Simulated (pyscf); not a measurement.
Single points on ωB97X-D3(BJ)/def2-SVP structures (PySCF, gas phase).

Question: Estimate by transition-state theory the rate constant of `[OH][Si]([Cl])([Cl])[Cl]` + `[H]` [doublet] → `[O][Si]([Cl])([Cl])[Cl]` [doublet] + `[H][H]` (doublet surface; H–O broken, H–H formed) at 298 K, with ωB97M-D3(BJ)/def2-TZVP energies (ideal gas, 1 atm, RRHO with modes under 100 cm⁻¹ raised to 100, one conformer, R ln 2 for rigid chiral ones; no tunnelling).

Answer: The electronic barrier is 21.2 kcal/mol and the thermal terms add +5.0, so ΔG‡ = 26.2 kcal/mol. With k_BT/h = 6.21e+12 s⁻¹ and RT = 0.592 kcal/mol, and a volume of 4.06e-20 cm³ per molecule at 1 atm, k = 1.5e-26 cm³ molecule⁻¹ s⁻¹. Wigner's tunnelling factor for 778i cm⁻¹ would be 1.59, likely too low at so high a frequency. A shift of 1 kcal/mol in the barrier changes k by a factor 5.4. One saddle was located; it need not be the lowest between these sides. The angle at the transferred H is 156°.
